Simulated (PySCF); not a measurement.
## CFCl3: calculation against experiment

**Measured values to compare with.**

NIST CCCBDB Release 22 (SRD 101), experimental dipoles lists, for the gas: dipole moment (microwave Stark effect, vibrational ground state) 0.46 ± 0.02 D.

How close the calculation comes is told at the end.

Compound: CFCl3.
Numbering: `[F:1][C:2]([Cl:3])([Cl:4])[Cl:5]`

Geometry (GFN2-xTB, Å), atoms numbered from 1 in this order:
```
atom  x, y, z in Å
F1     0.060   -0.141    1.396
C2     0.005   -0.006    0.067
Cl3   -0.458    1.661   -0.313
Cl4    1.603   -0.371   -0.604
Cl5   -1.201   -1.140   -0.563
```

The PySCF runs (gas phase, on this GFN2-xTB geometry; no spin–orbit coupling):

```tsv
level	job	basis functions
B3LYP/cc-pVDZ	shieldings	82
B97-D/cc-pVDZ	shieldings	82
BLYP/cc-pVDZ	shieldings	82
BP86/cc-pVDZ	shieldings	82
HF/cc-pVDZ	shieldings	82
KT2/cc-pVDZ	shieldings	82
KT3/cc-pVDZ	shieldings	82
LDA/cc-pVDZ	shieldings	82
OPBE/cc-pVDZ	shieldings	82
PBE/cc-pVDZ	shieldings	82
PW91/def2-TZVP	shieldings	173
X3LYP/def2-TZVP	shieldings	173
```

## Comparison

**Dipole moment.** Measured: 0.46 D (NIST CCCBDB Release 22 (SRD 101), experimental dipoles).

```tsv
level	computed (D)	computed − measured (D)	% (from the printed values)
B3LYP/cc-pVDZ	0.28	-0.18	-39
B97-D/cc-pVDZ	0.20	-0.26	-57
BLYP/cc-pVDZ	0.17	-0.29	-63
BP86/cc-pVDZ	0.16	-0.30	-65
HF/cc-pVDZ	0.52	+0.06	+13
KT2/cc-pVDZ	0.21	-0.25	-54
KT3/cc-pVDZ	0.20	-0.26	-57
LDA/cc-pVDZ	0.20	-0.26	-57
OPBE/cc-pVDZ	0.15	-0.31	-67
PBE/cc-pVDZ	0.16	-0.30	-65
PW91/def2-TZVP	0.30	-0.16	-35
X3LYP/def2-TZVP	0.40	-0.06	-13
```

The computed dipoles belong to one fixed geometry; measured ones are averaged over vibrations unless marked μe. Magnitudes are compared, not signs.

No measured geometry was used, and the causes of the misses weren't examined.
